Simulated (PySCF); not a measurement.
Nitrogen: a sound run and one with changed settings

Sound run: N [He] 2s2 2p3, N+ [He] 2s2 2p2. Computed with PySCF 2.14 in cc-pVTZ-DK (4s3p2d1f, 30 functions), with scalar relativity by spin-free X2C-1e. The sound run starts from symmetry-adapted Hartree-Fock orbitals and uses a fine grid where one is needed.

Changed run: 14 angular points. This setting is unsound on purpose.

```
species  method  sound run (hartree)  changed run (hartree)  converged
      N     UHF            -54.42989              -54.42989        yes
      N    TPSS            -54.64046              -54.64046        yes
      N  M06-2X            -54.61728              -54.61728        yes
     N+     UHF            -53.91964              -53.91964        yes
     N+    TPSS            -54.10227              -54.10385        yes
     N+  M06-2X            -54.08248              -54.08593        yes
```

Ionisation energy of N:

| method | sound run (eV) | changed run (eV) |
| --- | --- | --- |
| UHF | 13.884 | 13.884 |
| TPSS | 14.645 | 14.602 |
| M06-2X | 14.553 | 14.459 |

A coarse angular grid integrates products of high-l functions wrongly, so density functionals can shift, and the SCF can exploit the error; Hartree-Fock and MP2 need no grid.

For comparison, NIST gives 14.534 eV between the lowest levels.
